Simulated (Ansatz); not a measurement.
**Structure relaxation of Al**

These are results of DFT PBEsol, scalar-relativistic, plane waves, PAW (Ansatz), not measurements. Cutoff 420 eV, Γ-centred k mesh, Gaussian smearing, no spin polarisation in the final step.

The start is a database structure of Al, space group P6_3/mmc (No. 194).

```
Al
1.0
     2.81246    0.00000    0.00000
    -1.40623    2.43566    0.00000
     0.00000    0.00000    4.86685
Al
2
Cartesian
  1.4062 0.8119 3.6501
  0.0000 1.6238 1.2167
```

Steps on the 24×24×12 mesh (2 atoms). 5 of 6 steps are shown, and the free energy counts from the last. Trial steps that were taken back and renewals of the plane-wave basis can be among the rows.

| step | ΔF (meV/atom) | V (Å³/atom) | P (GPa) |
| --- | --- | --- | --- |
| 1 | 7.8 | 16.67 | -1.35 |
| 2 | 1.1 | 16.23 | 0.50 |
| 3 | 1.3 | 16.20 | 0.56 |
| 4 | 0.0 | 16.32 | -0.03 |
| 6 | 0.0 | 16.32 | -0.01 |

A final relaxation ran on a 24×24×12 mesh. The relaxed crystal, P6_3/mmc (No. 194):

```
Al
1.0
     2.83315    0.00000    0.00000
    -1.41657    2.45358    0.00000
     0.00000    0.00000    4.69485
Al
2
Cartesian
  1.4166 0.8179 3.5211
  0.0000 1.6357 1.1737
```

- Volume per atom: 16.32 Å³
- Density: 2.75 g/cm³
- Energy over the standard structure: 0.03 eV/atom
- Gap on the 24×24×12 mesh: 0 eV (a metal)

Energies count from the standard state of Al at the same level.

The final run used a 24×24×12 mesh on its 2-atom cell and 0.10 eV smearing. For metals, differences of a few meV/atom aren't resolved.

Symmetry constrained the relaxation, so the result can be a saddle point.